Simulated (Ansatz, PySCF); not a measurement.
System: benzene, C6H6, charge 0, multiplicity 1. SMILES: c1ccccc1
Geometry: optimised at B3LYP-D3(BJ)/def2-TZVP (Ansatz, a program for electronic structure).

Unscaled harmonic wavenumbers (cm⁻¹) in rising order, each level at the stationary point that it reaches from this structure (no distance between atoms moves by over 0.3 Å); the order of modes can differ between levels, and a negative number is imaginary. B3LYP-D3(BJ)/def2-TZVP (PySCF, at the structure above): 412, 412, 625, 625, 688, 717, 862, 862, 963, 963, 992, 1019, 1031, 1063, 1063, 1178, 1201, 1201, 1338, 1389, 1519, 1519, 1638, 1638, 3163, 3172, 3172, 3187, 3187, 3197.

HF/3-21G (Ansatz): 466, 466, 698, 698, 784, 819, 995, 995, 1078, 1136, 1136, 1148, 1156, 1156, 1200, 1234, 1323, 1323, 1365, 1544, 1658, 1658, 1763, 1763, 3345, 3355, 3355, 3373, 3373, 3388. Zero-point energy 68.3 against 62.9 kcal/mol; where all levels lie over 400 cm⁻¹, the wavenumbers are on average 1.102 times those of B3LYP-D3(BJ)/def2-TZVP.

B3LYP/6-31G* (Ansatz): 415, 415, 622, 622, 694, 717, 864, 865, 969, 969, 1011, 1019, 1020, 1069, 1069, 1186, 1208, 1208, 1356, 1387, 1531, 1531, 1655, 1655, 3174, 3184, 3184, 3200, 3200, 3210. Zero-point energy 63.2 against 62.9 kcal/mol; where all levels lie over 400 cm⁻¹, the wavenumbers are on average 1.005 times those of B3LYP-D3(BJ)/def2-TZVP.
